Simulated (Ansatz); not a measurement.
Density of states of SrPd₅ (P6/mmm, a = 5.362 Å, b = 5.362 Å, c = 4.355 Å, α = 90.00°, β = 90.00°, γ = 120.00°), in states per eV and primitive cell, averaged over bins of 0.5 eV. Computed with Ansatz 0.2.0, DFT PBEsol, scalar-relativistic, plane waves, PAW.

Plane waves to 420 eV, a k mesh through Γ of 12×12×8 on the computed 6-atom cell and Gaussian smearing (0.10 eV); no spin polarisation.

The cell is relaxed at this level. The states (both spins) are summed by tetrahedra on a 18×18×12 mesh at the self-consistent density. Energies are bin centres; the table starts no lower than −8 eV and ends at 6 eV, or lower where the solved bands end.

It is a metal at this level.

```csv
E − E_F (eV),total,Pd 4d,Sr 5s,Pd 4s,Sr 4p
-6.40,0.33,0.14,0.15,0.02,0.00
-5.90,0.80,0.42,0.25,0.02,0.00
-5.40,2.04,1.48,0.18,0.02,0.00
-4.90,4.17,3.47,0.23,0.03,0.00
-4.40,6.04,5.34,0.32,0.04,0.01
-3.90,13.30,12.47,0.38,0.03,0.02
-3.40,12.15,11.26,0.38,0.01,0.03
-2.90,10.66,9.69,0.34,0.01,0.03
-2.40,10.79,9.81,0.13,0.00,0.03
-1.90,9.58,8.77,0.09,0.01,0.01
-1.40,14.03,13.31,0.03,0.00,0.01
-0.90,12.32,11.53,0.08,0.01,0.01
-0.40,6.15,5.21,0.09,0.00,0.00
0.10,5.32,4.41,0.12,0.00,0.00
0.60,1.52,0.43,0.14,0.00,0.00
1.10,1.53,0.29,0.18,0.01,0.00
1.60,1.58,0.21,0.15,0.00,0.00
2.10,2.13,0.22,0.08,0.00,0.00
2.60,3.00,0.27,0.03,0.00,0.00
3.10,3.54,0.23,0.02,0.00,0.00
3.60,2.13,0.11,0.01,0.00,0.00
4.10,2.02,0.09,0.01,0.00,0.00
4.60,2.59,0.08,0.01,0.00,0.00
5.10,1.33,0.03,0.00,0.00,0.00
5.60,2.37,0.05,0.02,0.00,0.00
```

The columns after the total are the main Löwdin projections on the occupied valence shells of the potentials; 1 other is left out. The rest of the total lies in those, in shells that are empty in the free atom, which aren't projected, and between the atoms.

Cost: 1 run of about 3 core-minutes, on Arm Neoverse V1 (shared hosts).